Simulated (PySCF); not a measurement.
## Name the molecule from its bond curve

A diatomic of charge +1 contains C. Its quartet curve at UHF in a double-zeta basis (spin-free X2C with a Gaussian nucleus, PySCF), in eV from the separated fragments:

R (Å), E (eV) and a bar:
```
    1.735      0.010 ##############################
    1.815     -0.371 ############
    1.896     -0.572 ###
    1.956     -0.636 
    2.017     -0.643 
    2.078     -0.608 ##
    2.158     -0.519 ######
    2.259     -0.383 ############
    2.380     -0.248 ##################
    2.541     -0.134 #######################
```

The fit gives ωe = 662 cm⁻¹ and the rotational constant Bₑ = 0.5297 cm⁻¹.

**Question.** Which atom is the partner?

**Answer.** The minimum lies at 1.995 Å, so the reduced mass is 16.8576 u Å² cm⁻¹/(Bₑ·Re²) = 7.996 u. With C at 12.00 u the partner weighs about 24.0 u: Mg. The molecule is MgC⁺.

The state was picked by a PBE0 search and need not be the measured ground state.
